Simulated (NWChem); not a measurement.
All runs are NWChem calculations. System: S, charge 0, spin multiplicity 3. Its SCF solution wasn't tested for a lower state. Level: URI-MP2/cc-pVTZ, 5 core orbitals frozen.

Output (cleaned and shortened):

```
             Northwest Computational Chemistry Package (NWChem) 7.3.0
             --------------------------------------------------------

                                NWChem Input Module
                                -------------------

 Scaling coordinates for geometry "geometry" by  1.889725989
 (inverse scale =  0.529177249)

                             Geometry "geometry" -> ""
                             -------------------------

 Output coordinates in angstroms (scale by  1.889725989 to convert to a.u.)

  No.       Tag          Charge          X              Y              Z
 ---- ---------------- ---------- -------------- -------------- --------------
    1 S                   16.0000     0.00000000     0.00000000     0.00000000

 Effective nuclear repulsion energy (a.u.)       0.0000000000

            Nuclear Dipole moment (a.u.)
            ----------------------------
        X                 Y               Z
 ---------------- ---------------- ----------------
     0.0000000000     0.0000000000     0.0000000000

      Symmetry information
      --------------------

 Group name             D2h
 Group number             26
 Group order               8
 No. of unique centers     1

      Symmetry unique atoms

     1


 Summary of "ao basis" -> "" (spherical)
 ------------------------------------------------------------------------------
       Tag                 Description            Shells   Functions and Types
 ---------------- ------------------------------  ------  ---------------------
 *                          cc-pvtz                   on all atoms

 Summary of "ri-mp2 basis" -> "" (spherical)
 ------------------------------------------------------------------------------
       Tag                 Description            Shells   Functions and Types
 ---------------- ------------------------------  ------  ---------------------
 *                         cc-pvtz-ri                 on all atoms

 Summary of "ao basis" -> "ao basis" (spherical)
 ------------------------------------------------------------------------------
       Tag                 Description            Shells   Functions and Types
 ---------------- ------------------------------  ------  ---------------------
 S                          cc-pvtz                 12       34   5s4p2d1f

                                 NWChem SCF Module
                                 -----------------

  ao basis        = "ao basis"
[...]
                               NWChem RI-MP2 Module
                               --------------------

 Summary of "ri-mp2 basis" -> "ri-mp2 basis" (spherical)
 ------------------------------------------------------------------------------
       Tag                 Description            Shells   Functions and Types
 ---------------- ------------------------------  ------  ---------------------
 S                         cc-pvtz-ri               32      122   10s8p7d5f2g

 SCF Reference Information:
            File: './mol.movecs'
           Title: ''
    Size (AOxMO):     34 x (     34,     34)
       Total Occ:                 9.00,   7.00
 RI-MP2 Calculation Information:
          Nr. of AO basis functions:         34
     Nr. of fitting basis functions:        122
               Nr. of MO spin cases:          2
        Nr. of MOs to be correlated:         29         29
     Nr. of occupied MOs correlated:          4          2
      Nr. of virtual MOs correlated:         25         27

          RI integral approximation: 'V'
    Threshold for Schwarz screening:  1.000E-09
 Smallest eigenvalue retained in fit  1.000E-08
    Type of storage for MO integrals 'EAF library'

 Transformation block size    4, requiring     1 integral passes.
 XForm_3cInts: Completed     1:    4 pass.
 Transformation block size    2, requiring     1 integral passes.
 XForm_3cInts: Completed     1:    2 pass.
 Energy evaluation using block sizes     4    4
 RIMP2_V_E2: Approx. ints. done (    1:    4,    1:    4)
 RIMP2_V_E2: Copy to B done (    1:    4,    1:    4)
 RIMP2_V_E2: Denominators done (    1:    4,    1:    4)
 RIMP2_V_E2: Completed block (    1:    4,    1:    4)
 RIMP2_V_E2: Approx. ints. done (    1:    4,    1:    2)
 RIMP2_V_E2: Copy to B done (    1:    4,    1:    2)
 RIMP2_V_E2: Denominators done (    1:    4,    1:    2)
 RIMP2_V_E2: Completed block (    1:    4,    1:    2)
 RIMP2_V_E2: Approx. ints. done (    1:    2,    1:    2)
 RIMP2_V_E2: Copy to B done (    1:    2,    1:    2)
 RIMP2_V_E2: Denominators done (    1:    2,    1:    2)
 RIMP2_V_E2: Completed block (    1:    2,    1:    2)

          -------------------------------------------
          SCF energy                -397.509268927696
          Correlation energy          -0.116534968150
          Total MP2 energy          -397.625803895845
          -------------------------------------------

 -----------------------
 Performance information
 -----------------------

 Timer overhead =  1.73D-07 seconds/call

               Nr. of calls         CPU time (s)                 Wall time (s)                GFlops
             ---------------    -------------------     ------------------------------   -------------------
Name         Min   Avg   Max    Min     Avg     Max     Min     Avg     Max   Mx/calls   Min     Max     Sum
Overall       1     1     1   0.39    0.39    0.39     0.39    0.39    0.39    0.39      0.0     0.0     0.0
3c integr     2     2     2   6.58E-2 6.58E-2 6.58E-2  6.58E-2 6.58E-2 6.58E-2 3.29E-2   0.0     0.0     0.0
Energy        1     1     1   2.56E-3 2.56E-3 2.56E-3  2.56E-3 2.56E-3 2.56E-3 2.56E-3   0.0     0.0     0.0
3c integr     2     2     2   6.42E-2 6.42E-2 6.42E-2  6.42E-2 6.42E-2 6.42E-2 3.21E-2   0.0     0.0     0.0
First 2/3     6     6     6   3.04E-4 3.04E-4 3.04E-4  3.04E-4 3.04E-4 3.04E-4 5.07E-5   0.0     0.0     0.0
Final 1/3     2     2     2   4.64E-4 4.64E-4 4.64E-4  4.64E-4 4.64E-4 4.64E-4 2.32E-4   0.0     0.0     0.0
Write 3c      2     2     2   3.28E-4 3.28E-4 3.28E-4  3.28E-4 3.28E-4 3.28E-4 1.64E-4   0.0     0.0     0.0
Read 3c i     3     3     3   1.57E-4 1.57E-4 1.57E-4  1.57E-4 1.57E-4 1.57E-4 5.23E-5   0.0     0.0     0.0
Fitting b     1     1     1   7.22E-3 7.22E-3 7.22E-3  7.22E-3 7.22E-3 7.22E-3 7.22E-3   0.0     0.0     0.0
Schwarz i     1     1     1   7.29E-3 7.29E-3 7.29E-3  7.29E-3 7.29E-3 7.29E-3 7.29E-3   0.0     0.0     0.0
Form 4ci      3     3     3   2.74E-4 2.74E-4 2.74E-4  2.75E-4 2.75E-4 2.75E-4 9.15E-5   0.0     0.0     0.0
Form A &      3     3     3   1.29E-3 1.29E-3 1.29E-3  1.29E-3 1.29E-3 1.29E-3 4.30E-4   0.0     0.0     0.0
Denominat     3     3     3   1.81E-5 1.81E-5 1.81E-5  1.81E-5 1.81E-5 1.81E-5 6.05E-6   0.0     0.0     0.0
Pair Ener     3     3     3   1.19E-4 1.19E-4 1.19E-4  1.19E-4 1.19E-4 1.19E-4 3.96E-5   0.0     0.0     0.0

 The average no. of pstat calls per process was 3.30D+01
 with a timing overhead of 5.72D-06s

 Task  times  cpu:        0.4s     wall:        0.4s

 Total times  cpu:        0.4s     wall:        0.4s
```

Question: Write an NWChem input that would produce this output.

Answer: One answer among several that fit: 
```
start mol
memory heap 200 mb stack 900 mb global 1100 mb
geometry units angstroms nocenter noautoz
  S      0.000000     0.000000     0.000000
  symmetry group D2h
end
basis spherical
  * library cc-pvtz
end
basis "ri-mp2 basis" spherical
  * library cc-pvtz-ri
end
scf
  uhf
  nopen 2
  maxiter 100
  thresh 1e-7
  semidirect memsize 60000000 filesize 0
  # guess.movecs holds the orbitals of an unrestricted PBE0 run
  vectors input guess.movecs output mol.movecs
end
mp2
  freeze core 5
end
task rimp2 energy
```
